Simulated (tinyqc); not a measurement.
UHF in the sto-3g basis, for HF, spin multiplicity 1, step by step. This run ends on a higher stationary point, not on the lowest solution. Computed by tinyqc, a small Python program that keeps every step (integrals from PySCF). Settings: charge = 0, multiplicity = 1, basis = sto-3g, energy threshold = 1e-10, iteration cap = 79, orthogonalisation = canonical, start = Wolfsberg-Helmholz matrix, DIIS depth = 4, method = UHF, break = 0.4. Command: `OMP_NUM_THREADS=1 python tinyqc.py 22007 22008 out.jsonl` (the two numbers bound the seeds that draw the settings). One thread of a shared host (Intel(R) Xeon(R) Processor @ 2.60GHz), about 0.1 s of CPU time with the checks.

Geometry (angstrom):
```
atom        x        y        z
F     0.00000  0.00000  0.00000
H     0.00000  0.00000  1.30400
```

Stop when the energy changes by less than 1e-10 hartree and every element of the error matrix X^T (F D S - S D F) X (for each spin) is below 3e-06.

Course of the cycle:
```
iteration  E (hartree)     change  largest element of the error matrix
1          -98.1846956          -                             1.63e-01
2          -98.4142161  -2.30e-01                             5.12e-02
3          -98.4534683  -3.93e-02                             3.64e-02
4          -98.4757381  -2.23e-02                             2.24e-02
5          -98.4861928  -1.05e-02                             6.75e-03
6          -98.4870216  -8.29e-04                             2.30e-03
7          -98.4871842  -1.63e-04                             9.01e-04
8          -98.4871908  -6.63e-06                             2.87e-04
9          -98.4871914  -6.06e-07                             1.69e-06
10         -98.4871914  -1.74e-11                             5.72e-08
```

Can the last value be used, and what does the course show?

No, though the log alone does not show it. Converged in 10 iterations. But the solution lies 0.00964 hartree above the reference: it is another stationary point, not the lowest one. Reruns (cap 100 unless said): DIIS 8: converged in 11 to a higher stationary point; damping 0.5: not converged; level shift 0.5: converged in 84 to a higher stationary point; atomic densities as start, DIIS 8: converged in 7 to a higher stationary point. PySCF UHF in the same basis, after a stability check = -98.4968280 hartree.
